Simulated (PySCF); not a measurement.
## Solvent effects on NMR parameters

Atoms are numbered as in `[H]/[N:2]=[CH:3]/[CH3:4]`. Hydrogens are named by the atom that carries them.

GIAO PBE0/pcSseg-1 in PySCF 2.14 on one PBE0-D3(BJ)/def2-SVP conformer, non-relativistic, equivalent nuclei averaged. Solvents enter as an IEF-PCM continuum (chloroform with ε = 4.7, methanol with ε = 32.6) around the gas-phase geometry. Shifts are referred to TMS computed in the same medium.

Gas phase, δ in ppm: H(N2) 10.01, H(C3) 8.15, H(C4) 2.01, C3 175.9, C4 27.8. Dipole moment 2.08 D.

Task: How does each δ change in the continuum?

Result: 
```
atoms                    environment  Δδ, chloroform  Δδ, methanol
H(N2)  hydrogen on an imine nitrogen           -0.21         -0.28
H(C3)       hydrogen on a C=N carbon           +0.12         +0.19
H(C4)    hydrogen on a methyl carbon           +0.06         +0.08
   C3                     C=N carbon            +5.4          +7.6
   C4                  methyl carbon            +0.9          +1.3
```

Changes are relative to the gas phase. The dipole moment becomes 2.56 D in chloroform, 2.77 D in methanol.

Task: Which nuclei move most (in ppm), and what does the model miss?

Result: C3 (C=N carbon, +7.6 ppm) in methanol. A continuum only polarises the solute; specific hydrogen bonds, the anisotropy of aromatic solvents and changes of geometry or conformer are outside it.
